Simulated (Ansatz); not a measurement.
For 1T (CdI2-type) SnSe2, PBE-D4 (Ansatz, a first-principles code, plane waves, PAW) gives:

| Item | Result |
|---|---|
| equilibrium lattice constant a | 3.838 Å |
| lattice parameter c | 6.003 Å |
| formation enthalpy | -0.351 eV/atom |

### Question
What does HSE06 (PAW; Ansatz) give for the same quantities?

### Answer

- lattice constant a: 3.825 Å (decreases by 0.3 %)
- lattice parameter c: 6.898 Å (goes up by 15 %)
- formation enthalpy: -0.431 eV/atom (moves by -0.080 eV/atom)

For comparison: lattice parameter c 6.14 Å (measured, temperature not stated, no zero-point or thermal correction; as tabulated in Gonzalez and Oleynik (2016), arXiv:1609.04381); formation enthalpy -0.43 eV/atom (measured, 298 K, no zero-point or thermal correction; as tabulated in Zhang et al. (2018), doi:10.1038/s41524-018-0065-z).

Changes are worked out from the printed values.

Unless a cell is named, each level is at its own relaxed cell (PBE-D4 25.52, HSE06 29.13 Å³/atom).

Levels without +SOC leave out spin–orbit coupling, which shifts energies and cells of such heavy elements.

Caveats: exact exchange on metals is sensitive to the k mesh and can open a false gap (HSE06); the cell comes from a level without a dispersion term, which matters for the spacing of layers, chains or molecules (HSE06); the run warned that the count of filled bands differs between k points (HSE06). Ansatz's density-functional and Hartree–Fock values are scalar-relativistic unless marked +SOC, with PAW data made under PBE.
